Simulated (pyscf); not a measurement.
PySCF, gas phase, ωB97X-D3(BJ)/def2-SVP geometries. Correlated levels are frozen-core, on RHF or UHF. ΔMP2 is the change of the MP2 total energy from the triple- to the quadruple-zeta basis.

Task: How much does it cost (ΔH, 298 K, CCSD(T)/def2-TZVPP + ΔMP2(QZVPP)) to split F–InH–Cl (SMILES [F][InH][Cl]) at its F–In bond into F• + [Cl–InH]•?

Result: F–In to F• + [Cl–InH]•: 112.7 kcal/mol. The radicals are drawn with the spin at the cut bond; how far it spreads was not checked. The CCSD(T) − MP2 part came from Ansatz, without density fitting, on the same reference. The frozen core leaves the outer d or s,p core shells of the metals and heavy elements correlated in the MP2 and CC values, and def2-TZVPP describes them poorly, which can shift differences by a few kcal/mol. Left out: the spin-orbit lowering of F. Elements past Kr carry the def2 core potentials, without spin-orbit coupling.
